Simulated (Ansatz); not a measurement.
`C1=CN1`. Total charge 0; spin multiplicity 1. Geometry: relaxed with PBE0-D4/def2-TZVP.

```xyz
6

C    -0.143    0.675   -0.285
C    -0.309   -0.582   -0.352
N     0.879   -0.140    0.455
H    -0.306    1.704   -0.546
H    -0.728   -1.501   -0.715
H     0.607   -0.156    1.442
```

Task: What is the dipole moment at ωB97M-V/def2-TZVPP? (Best estimate.)

Result: Ansatz gave: 1.97 D, with components (-1.96, 0.26, 0.00) D in this frame, pointing from negative to positive charge.

Task: And with PBE, r2SCAN, B3LYP? (Estimate.)

Result: Computed: PBE 1.87 D, r2SCAN 1.91 D, B3LYP 1.95 D.

Task: Give the Mulliken charges with ωB97M-V, B3LYP, PBE in def2-TZVPP. (An estimate is asked.)

Result: The calculation gave: 
```
atom  ωB97M-V  B3LYP    PBE
  C1    -0.10  -0.11  -0.10
  C2    -0.10  -0.11  -0.10
  N3    -0.34  -0.36  -0.34
  H4     0.20   0.22   0.19
  H5     0.20   0.22   0.19
  H6     0.12   0.14   0.15
```

B3LYP here is the variant with VWN-RPA as its local correlation; programs differ in this.
